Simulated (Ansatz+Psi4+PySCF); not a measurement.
Results of a calculation; reference values are marked as such.
## Ansatz (development build ahead of 0.2.0) run

```yaml
crystal:
  periodic: [false, false, false]
  atoms:
    - { symbol: C, position_ang: [0.0, 0.0, 0.19209] }
    - { symbol: H, position_ang: [0.0, 0.0, -1.15254] }
basis:
  gaussian: { orbitals: cc-pVTZ }
magnetization:
  initial_magnetization: 1
hamiltonian:
  xc: hf
correlation:
  method: ccsd_t
  frozen_orbitals: { C: 1, H: 0 }
scf:
  omitted_lower_state_checks: [stability, starts, atomic_configurations, cluster_reference, orbital_swaps, given_window_search, neighbouring_geometries, increment]
```

The input is written out in the form of the current development build from the run's settings. Correlation on restricted open-shell orbitals is semicanonical, with singles.

Output:

- Converged: yes
- Reference energy: -38.25516 hartree
- CCSD correlation energy: -0.13478 hartree
- Triples correction: -0.00385 hartree
- Total energy: -38.39380 hartree
- Spin squared of the determinant: 0.750
- T1 diagnostic: 0.019
- Largest doubles amplitude: 0.08
- Occupied orbitals by symmetry in an Abelian subgroup (alpha; beta): 3 A1 1 B1; 3 A1
